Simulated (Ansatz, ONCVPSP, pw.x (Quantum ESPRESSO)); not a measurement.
**pw.x on fcc Ni: one setting changed**

Potential: optimised norm-conserving Vanderbilt (ONCV), ONCVPSP 4.0.1, PBE; core [Ne], reference 3s2 3p6 3d8 4s2; waves: 3s+4s: rc 1.10 bohr, ncon 4, nbas 9, qcut 13.6 1/bohr, 2 projectors; 3p: rc 1.10 bohr, ncon 4, nbas 8, qcut 12.8 1/bohr, 2 projectors, debl 1.9 Ha; 3d: rc 1.50 bohr, ncon 4, nbas 8, qcut 11.8 1/bohr, 2 projectors, debl 2.3 Ha; local part: polynomial inside 0.70 bohr (lpopt 5, dvloc0 0 Ha); core correction: Teter function, fcfact 5.25, rcfact 1.15. In the p channel the program set the typed energies aside and used -2.623, 0.250 Ha.

The reference run (k-mesh 16³, cutoffs 155/620 Ry, Fermi–Dirac 0.01 Ry, mixing_beta 0.4, conv_thr 1e-9, no spin) gives -0.10 GPa at 10.905 Å³/atom, where all-electron LAPW gives -0.50 GPa. This run, with its own iteration cap, changes ecutrho/ecutwfc to 16.

```
&control
  calculation='scf', prefix='x', pseudo_dir='./', outdir='./tmp', tstress=.true., disk_io='none'
/
&system
  ibrav=0, nat=1, ntyp=1, ecutwfc=155, ecutrho=2480, nbnd=17,
  occupations='smearing', smearing='fd', degauss=0.01
/
&electrons
  conv_thr=1e-09, mixing_beta=0.4, electron_maxstep=50
/
ATOMIC_SPECIES
Ni 1.0 Ni.UPF
CELL_PARAMETERS angstrom
  0.00000000 1.76007791 1.76007791
  1.76007791 0.00000000 1.76007791
  1.76007791 1.76007791 0.00000000
ATOMIC_POSITIONS crystal
Ni 0.0000 0.0000 0.0000
K_POINTS automatic
16 16 16 0 0 0
```

```bash
pw.x < Ni.scf.in > Ni.scf.out
```

Q: How does the run end?

A: It converges in 9 iterations; the free energy moves by +0.2 meV/atom and the pressure by -0.01 GPa. The result is that of the reference run.

```
Message from routine setup:
     using ibrav=0 with symmetry is DISCOURAGED, use correct ibrav instead
     lattice parameter (alat)  =       4.7038  a.u.
     unit-cell volume          =      73.5906 (a.u.)^3
     number of electrons       =        18.00
     number of Kohn-Sham states=           17
     kinetic-energy cutoff     =     155.0000  Ry
     charge density cutoff     =    2480.0000  Ry
     scf convergence threshold =      1.0E-09
     Exchange-correlation= PBE
     number of k points=   145  Fermi-Dirac smearing, width (Ry)=  0.0100
     iteration #  1     ecut=   155.00 Ry     beta= 0.40
     total energy              =    -337.89598072 Ry
     estimated scf accuracy    <       0.00400875 Ry
     iteration #  2     ecut=   155.00 Ry     beta= 0.40
     total energy              =    -337.89659700 Ry
     estimated scf accuracy    <       0.00151258 Ry
     iteration #  3     ecut=   155.00 Ry     beta= 0.40
     total energy              =    -337.89675946 Ry
     estimated scf accuracy    <       0.00023664 Ry
     iteration #  4     ecut=   155.00 Ry     beta= 0.40
     total energy              =    -337.89677829 Ry
     estimated scf accuracy    <       0.00000330 Ry
     iteration #  5     ecut=   155.00 Ry     beta= 0.40
     total energy              =    -337.89677798 Ry
     estimated scf accuracy    <       0.00000252 Ry
     iteration #  6     ecut=   155.00 Ry     beta= 0.40
     total energy              =    -337.89677863 Ry
     estimated scf accuracy    <       0.00000065 Ry
     iteration #  7     ecut=   155.00 Ry     beta= 0.40
     total energy              =    -337.89677849 Ry
     estimated scf accuracy    <       0.00000047 Ry
     iteration #  8     ecut=   155.00 Ry     beta= 0.40
     total energy              =    -337.89677850 Ry
     estimated scf accuracy    <       0.00000004 Ry
     iteration #  9     ecut=   155.00 Ry     beta= 0.40
     the Fermi energy is    18.0911 ev
!    total energy              =    -337.89677851 Ry
     estimated scf accuracy    <          3.3E-11 Ry
     smearing contrib. (-TS)   =      -0.01053486 Ry
     The total energy is F=E-TS. E is the sum of the following terms:
     one-electron contribution =    -173.74900169 Ry
     hartree contribution      =      98.47361478 Ry
     xc contribution           =     -39.29964376 Ry
     ewald contribution        =    -223.31121297 Ry
     convergence has been achieved in   9 iterations
          total   stress  (Ry/bohr**3)                   (kbar)     P=       -1.17
     Message from routine punch:
     Nothing written, as per user request (disk_io='none')
```

The run took about 82 s on one core of a shared server CPU.
